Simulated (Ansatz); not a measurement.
CH6ClN, closed shell: a pair in one relaxed arrangement.

Input (in.yaml):

```yaml
crystal:
  periodic: [false, false, false]
  atoms:
    - {symbol: Cl, position_ang: [0.121095, -0.285410, -2.739341]}
    - {symbol: H, position_ang: [-0.116117, 0.190203, -1.434773]}
    - {symbol: C, position_ang: [0.252708, -0.460614, 0.822054]}
    - {symbol: N, position_ang: [-0.314917, 0.594967, -0.012219]}
    - {symbol: H, position_ang: [0.159842, -0.264834, 1.893961]}
    - {symbol: H, position_ang: [1.307408, -0.577641, 0.572275]}
    - {symbol: H, position_ang: [-0.246752, -1.400948, 0.587979]}
    - {symbol: H, position_ang: [0.141698, 1.485052, 0.147361]}
    - {symbol: H, position_ang: [-1.304964, 0.719224, 0.162699]}
basis:
  gaussian: {orbitals: "def2-TZVPPD.json"}
hamiltonian: {xc: {name: B97M-V}}
```

The basis file named in the input lies beside it (Basis Set Exchange, JSON).

Launched with

```bash
ansatz run in.yaml --threads 4 --pin off --events-out ev --progress --plain --max-ram 9574MiB
```

Output of Ansatz 0.2.0:

```
Functional definition: B97M-V
  name "B97M-V"
  cite "Mardirossian & Head-Gordon, J. Chem. Phys. 142, 074111 (2015) doi:10.1063/1.4907719"
  cite "Becke, J. Chem. Phys. 107, 8554 (1997) doi:10.1063/1.475007"
  cite "Vydrov & Van Voorhis, J. Chem. Phys. 133, 244103 (2010) doi:10.1063/1.3521275"
  # Of w^i u^j: cxij and so on, Table III.
  parameter cx00 = 1.000
  parameter cx01 = 1.308
  parameter cx02 = 1.901
  parameter cx10 = 0.416
  parameter cx11 = 3.070
  parameter css00 = 1.000
  parameter css02 = -1.855
  parameter css10 = -5.668
  parameter css32 = -20.497
  parameter css42 = -20.364
  parameter cos00 = 1.000
  parameter cos01 = 1.573
  parameter cos03 = -6.298
  parameter cos10 = 2.535
  parameter cos32 = -6.427
  parameter b = 6.0
  parameter c = 0.01
  gx(w, u) = cx00 + cx01*u + cx02*u^2 + (cx10 + cx11*u)*w
  gss(w, u) = css00 + css02*u^2 + css10*w + (css32*w^3 + css42*w^4)*u^2
  gos(w, u) = cos00 + cos01*u + cos03*u^3 + cos10*w + cos32*w^3*u^2
  exchange = spin_sum(e_x_unif_s*gx(b97_w, b97_u_x))
  correlation = spin_sum(e_c_pw_mod_same_spin*gss(b97_w, b97_u_same))
      + integral(e_c_pw_mod_opposite_spin*gos(b97_w_opposite, b97_u_opposite)) + vv10(b, c)
1031 factors; their error is unknown
mean field evaluation 1: about -15139.1833 eV, gradient 5.6e1 eV
mean field evaluation 2: about -15130.6334 eV, gradient 8.1e1 eV
mean field evaluation 4: about -15145.8787 eV, gradient 4.4e0 eV
mean field evaluation 8: about -15145.9268 eV, gradient 8.2e-2 eV
mean field evaluation 16: about -15145.8964 eV, gradient 5.8e-5 eV
mean field -15145.89638980 eV, -556.6014260678 hartree, gradient 3.6e-5 eV, S^2 0.000000; 0 other end points of the search recorded, 0 dependent functions left out
reference -15145.89647232 eV, -556.6014291004 hartree; 18, 18 occupied and 209, 209 virtual orbitals, 1031 factors
Total energy: -15145.89647232 eV, -556.6014291004 hartree
```

The lines “mean field evaluation” count trial sets of orbitals through the whole run, from several starts and some on an approximate energy, so they need not fall steadily or lie above the final value.

Hardware: 4 CPU threads of an Arm Neoverse V1, shared host. Wall time about 6.5 s.
